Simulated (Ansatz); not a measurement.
Cost and result for the atomization energy of C3H5N, SMILES `C=C=CN` (9 atoms, 8 bonds).

Cartesian coordinates in Å:
```
C -0.129 -1.814 0.472
C 0.160 -0.561 0.275
C 0.487 0.685 0.052
N -0.142 1.567 -0.833
H -0.770 -2.133 1.291
H 0.260 -2.599 -0.174
H 1.371 1.088 0.539
H -0.184 2.514 -0.489
H -1.053 1.253 -1.133
```

The species carries charge 0 and has multiplicity 1. All single points use the PBE0-D4/def2-TZVP geometry. It is one conformer, not always the lowest. Program: Ansatz. All runs use 2 threads of an Arm Neoverse V1 on a shared host. Times are those of one run each, without the atoms' runs, and a repeat can differ threefold. Electronic energies, without spin–orbit coupling; frozen cores. CCSD(T)/CBS adds CCSD(T) − MP2 in def2-TZVPP to the MP2 limit, and its time is that of the two runs behind it. T1 = 0.012. B3LYP takes the VWN-RPA correlation (the form of Gaussian; ORCA's B3LYP/G).

CCSD(T)/CBS is a level of theory with its own doubt, some kJ/mol a heavy atom from the limit and from the frozen cores, so smaller differences don't rank the functionals.

```
                            level  functions  wall time  atomization (kcal/mol)  difference from CCSD(T)/CBS  per bond
           LDA (SPW92)/def2-TZVPP        194      1.1 s                  1012.9                        142.9      17.9
             revPBE-D4/def2-TZVPP        194      1.9 s                   881.4                         11.4       1.4
               BLYP-D4/def2-TZVPP        194      1.9 s                   883.3                         13.3       1.7
  PBE-D4/def2-TZVPP (with forces)        194      2.3 s                   905.7                         35.7       4.5
                 CCSD(T)/def2-SVP         81      2.8 s                   827.6                        -42.4      -5.3
          CAM-B3LYP-D4/def2-TZVPP        194      2.9 s                   879.3                          9.3       1.2
B3LYP-D4/def2-TZVPP (with forces)        194      3.1 s                   879.1                          9.1       1.1
              PBE-QIDH/def2-TZVPP        194      4.5 s                   867.7                         -2.3      -0.3
               ωB97X-V/def2-TZVPP        194        7 s                   872.7                          2.7       0.3
                B97M-V/def2-TZVPP        194      8.5 s                   875.3                          5.3       0.7
                   MP2/def2-QZVPP        378       19 s                   875.2                          5.2       0.6
               CCSD(T)/def2-TZVPP        194       61 s                   846.3                        -23.7      -3.0
                CCSD(T)/CBS(def2)          –       80 s                   870.0                          0.0       0.0
```

In def2-TZVPP, CCSD(T) changes the Hartree–Fock value by +231.0 kcal/mol (the triples alone add +15.6 kcal/mol) and MP2 by +245.9 kcal/mol; breaking electron pairs costs correlation energy, which Hartree–Fock lacks. At CCSD(T), def2-SVP lies −42.4 kcal/mol from the extrapolated value and def2-TZVPP −23.7 kcal/mol: correlation converges slowly with the basis, and small sets miss more of it in the bonded molecule than in its fragments. From PBE to PBE0 (25 % exact exchange), in def2-TZVPP and without D4, the atomization energy moves by −22.5 kcal/mol: exact exchange takes away binding that semilocal exchange gives to molecules.
